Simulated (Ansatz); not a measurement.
**Relative stability**

Two relaxed structures of C2H7Si (charge -1), singlet (PBE0-D4/def2-TZVPD; forces vanish, vibrations not checked).

A:

C1  (-1.112, 0.884, -0.731)
Si2  (0.469, 0.782, 0.060)
C3  (0.780, -0.835, 1.027)
H4  (0.946, 1.782, 1.138)
H5  (-1.195, 1.429, -1.672)
H6  (-2.029, 0.909, -0.139)
H7  (1.592, 0.888, -0.951)
H8  (0.000, -0.962, 1.786)
H9  (1.751, -0.826, 1.538)
H10  (0.732, -1.699, 0.357)
(Å)

B:

```xyz
10
angstrom
C -1.0396 0.6940 -0.8051
Si 0.5943 0.9745 0.2329
C 0.7308 -0.8180 1.0038
H -1.0376 -0.2478 -1.3737
H -1.1948 1.5163 -1.5141
H -1.9118 0.6792 -0.1396
H 1.5842 0.7361 -0.9351
H -0.0118 -0.9434 1.8018
H 1.7164 -0.9700 1.4601
H 0.5700 -1.6209 0.2691
```

Ansatz 0.2.0; basis: def2-TZVPPD; cores frozen in the correlated methods. B3LYP uses VWN-RPA correlation.

Q: Which structure is lower at CCSD(T), and by how much? (An estimate is asked for; the value comes from the calculation.)

A: The calculation gives: B, by 9.88 kcal/mol (electronic energy, against the other). By their contacts, A is C₂H₇Si ([CH2][SiH2][CH3]), total charge -1 and B is C₂H₇Si ([CH3][SiH][CH3]), total charge -1.

All methods give the same order:

```tsv
method	E(B) − E(A) (kcal/mol)
PBE-D4	-10.48
r2SCAN-D4	-8.77
PBE0-D4	-10.51
B3LYP-D4	-9.61
wB97M-V	-9.62
HF	-9.49
MP2	-7.68
CCSD	-10.07
CCSD(T)	-9.88
```

No T1 diagnostic of these runs exceeds 0.013.

Labels in which every atom is bracketed show which atoms are joined, not bond orders.

For scale, one of the runs: CCSD(T)/def2-TZVPPD, 241 basis functions, launched by `ansatz run in.yaml --threads 2 --pin off --events-out ev --progress --plain --max-ram 4352MiB`. The run took 3.9 min on 2 CPU threads of an Intel Xeon Platinum 8223CL (shared host), with 1.8 GiB of host memory at its peak.
